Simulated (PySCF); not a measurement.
Breaking a bond: CS, singlet.

Computed with: UHF/cc-pVTZ (PySCF); RHF/cc-pVTZ (PySCF); UKS-PBE0 = unrestricted PBE0/cc-pVTZ (PySCF); RKS-PBE0 = PySCF with restricted PBE0/cc-pVTZ; UKS-PBE = unrestricted PBE/cc-pVTZ run with PySCF 2.14.0; RKS-PBE = restricted PBE/cc-pVTZ (PySCF); UKS-r2SCAN = PySCF with unrestricted r2SCAN/cc-pVTZ; RKS-r2SCAN = restricted r2SCAN/cc-pVTZ (PySCF); UKS-B3LYP/6-31G* = unrestricted B3LYP/6-31G*, spherical d (PySCF); RKS-B3LYP/6-31G* = PySCF 2.14.0 with restricted B3LYP/6-31G*, spherical d; UKS-B3LYP/6-311+G** = PySCF with unrestricted B3LYP/6-311+G**, spherical d; RKS-B3LYP/6-311+G** = PySCF with restricted B3LYP/6-311+G**, spherical d; UKS-LDA (SVWN5)/6-31G* = unrestricted LDA (SVWN5)/6-31G*, spherical d in PySCF 2.14.0; RKS-LDA (SVWN5)/6-31G* = restricted LDA (SVWN5)/6-31G*, spherical d run with PySCF.

Scanned distances (Å): 1.23, 1.31, 1.36, 1.43, 1.47, 1.53, 1.57, 1.63, 1.69, 1.79, 1.91, 2.05, 2.30, 2.53, 2.77, 3.07, 3.35, 3.71, 4.17, 4.58, 5.38, 6.12.

Problem. Where does the unrestricted solution first break spin symmetry (<S²> of 0.01 or more)?

Solution. UHF: between 1.57 and 1.63 Å; UKS-PBE0: between 1.91 and 2.05 Å; UKS-PBE: between 2.05 and 2.30 Å; UKS-r2SCAN: between 1.91 and 2.05 Å; UKS-B3LYP/6-31G*: between 1.91 and 2.05 Å; UKS-B3LYP/6-311+G**: between 1.91 and 2.05 Å; UKS-LDA (SVWN5)/6-31G*: between 2.05 and 2.30 Å.

```tsv
R / Å	<S²> UHF	E(RHF) − E(UHF) / kJ/mol	<S²> UKS-PBE0	E(RKS-PBE0) − E(UKS-PBE0) / kJ/mol	<S²> UKS-PBE	E(RKS-PBE) − E(UKS-PBE) / kJ/mol	<S²> UKS-r2SCAN	E(RKS-r2SCAN) − E(UKS-r2SCAN) / kJ/mol	<S²> UKS-B3LYP/6-31G*	E(RKS-B3LYP/6-31G*) − E(UKS-B3LYP/6-31G*) / kJ/mol	<S²> UKS-B3LYP/6-311+G**	E(RKS-B3LYP/6-311+G**) − E(UKS-B3LYP/6-311+G**) / kJ/mol	<S²> UKS-LDA (SVWN5)/6-31G*	E(RKS-LDA (SVWN5)/6-31G*) − E(UKS-LDA (SVWN5)/6-31G*) / kJ/mol
1.23	0.00	0.0	0.00	0.0	0.00	0.0	0.00	0.0	0.00	0.0	0.00	0.0	0.00	0.0
1.31	0.00	0.0	0.00	0.0	0.00	0.0	0.00	0.0	0.00	0.0	0.00	0.0	0.00	0.0
1.36	0.00	0.0	0.00	0.0	0.00	0.0	0.00	0.0	0.00	0.0	0.00	0.0	0.00	0.0
1.43	0.00	0.0	0.00	0.0	0.00	0.0	0.00	0.0	0.00	0.0	0.00	0.0	0.00	0.0
1.47	0.00	0.0	0.00	0.0	0.00	0.0	0.00	0.0	0.00	0.0	0.00	0.0	0.00	0.0
1.53	0.00	0.0	0.00	0.0	0.00	0.0	0.00	0.0	0.00	0.0	0.00	0.0	0.00	0.0
1.57	0.00	0.0	0.00	0.0	0.00	0.0	0.00	0.0	0.00	0.0	0.00	0.0	0.00	0.0
1.63	0.05	0.1	0.00	0.0	0.00	0.0	0.00	0.0	0.00	0.0	0.00	0.0	0.00	0.0
1.69	0.25	2.5	0.00	0.0	0.00	0.0	0.00	0.0	0.00	0.0	0.00	0.0	0.00	0.0
1.79	0.59	16.7	0.00	0.0	0.00	0.0	0.00	0.0	0.00	0.0	0.00	0.0	0.00	0.0
1.91	0.85	54.5	0.00	0.0	0.00	0.0	0.00	0.0	0.00	0.0	0.00	0.0	0.00	0.0
2.05	1.06	111.7	0.38	5.1	0.00	0.0	0.33	3.7	0.19	1.2	0.20	1.3	0.00	0.0
2.30	1.46	224.4	0.98	41.5	0.60	10.7	0.94	34.2	0.86	27.7	0.88	27.8	0.41	4.4
2.53	1.98	309.0	1.29	94.1	1.05	36.3	1.33	75.0	1.20	71.9	1.24	70.7	0.93	26.3
2.77	2.01	366.7	1.77	154.9	1.38	67.4	1.59	120.0	1.44	123.4	1.45	120.1	1.29	55.5
3.07	2.02	407.1	1.94	233.4	1.64	103.3	1.84	172.8	1.48	130.7	1.71	185.1	1.56	90.0
3.35	2.02	427.7	1.99	290.5	1.77	130.2	1.95	218.5	1.74	177.0	1.85	238.3	1.71	115.9
3.71	2.02	441.4	2.01	327.6	1.89	156.8	2.00	264.4	1.88	218.5	1.94	283.3	1.83	140.0
4.17	2.02	449.1	2.01	346.8	1.97	182.9	2.01	302.3	2.00	236.5	1.98	306.3	1.90	159.2
4.58	2.02	452.2	2.01	355.7	2.00	198.9	2.01	322.0	2.01	247.2	2.00	315.4	1.94	169.1
5.38	2.02	454.6	2.01	364.0	2.01	214.8	2.01	339.9	2.01	257.0	2.00	323.7	1.97	177.8
6.12	2.02	455.4	2.01	366.9	2.01	220.3	2.01	345.6	2.01	260.2	2.01	326.7	0.00	—
```

Dashes: no converged value, or the column stops at the first point that the program doubted or that broke a chosen test of continuity, which isn't proof of a fault.
